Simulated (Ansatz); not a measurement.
This geometry of C₂H₆FNOS (12 atoms, charge 0, multiplicity 1) is a first-order saddle point.

The calculation used RKS B3LYP/6-31G* in Ansatz.

```xyz
12
Properties=species:S:1:pos:R:3
N -0.363 -2.102 -0.283
C 0.409 -0.976 -0.054
F 1.265 -0.664 -1.141
O -0.434 0.121 0.135
C 0.245 1.359 0.298
S -0.928 2.655 0.812
H -0.141 -2.977 0.156
H -1.223 -2.016 -0.799
H 1.089 -1.130 0.796
H 0.987 1.295 1.106
H 0.753 1.646 -0.624
H -1.581 2.735 -0.368
```

Which two structures does it join? (They come from a converged band through this point; their orientation in space is the band's.)

No bond is made or broken. The height of N1 over the plane of its neighbours goes from -0.37 to 0.38 Å.

Initial state:

```xyz
12
Properties=species:S:1:pos:R:3
N -0.520 -2.105 0.039
C 0.328 -0.978 0.063
F 1.101 -0.850 -1.121
O -0.467 0.146 0.191
C 0.265 1.361 0.297
S -0.865 2.753 0.603
H 0.016 -2.949 -0.143
H -1.222 -1.995 -0.690
H 1.071 -1.064 0.869
H 0.943 1.331 1.161
H 0.851 1.533 -0.608
H -1.423 2.763 -0.626
```

Final state:

```xyz
12
Properties=species:S:1:pos:R:3
N -0.229 -2.221 -0.261
C 0.479 -1.003 -0.099
F 1.247 -0.784 -1.232
O -0.397 0.081 0.058
C 0.253 1.329 0.265
S -0.935 2.578 0.852
H -0.718 -2.455 0.599
H -0.925 -2.109 -0.997
H 1.168 -1.069 0.755
H 1.012 1.248 1.056
H 0.739 1.666 -0.654
H -1.618 2.684 -0.308
```

How far does it lie above each of them?

16.2 kJ/mol above the first and 13.0 kJ/mol above the second. This is the barrier of this one path; another mechanism may lie lower.

Run time: 100 s on 2 threads of Arm Neoverse V2, on a shared host, peak memory 0.24 GiB.
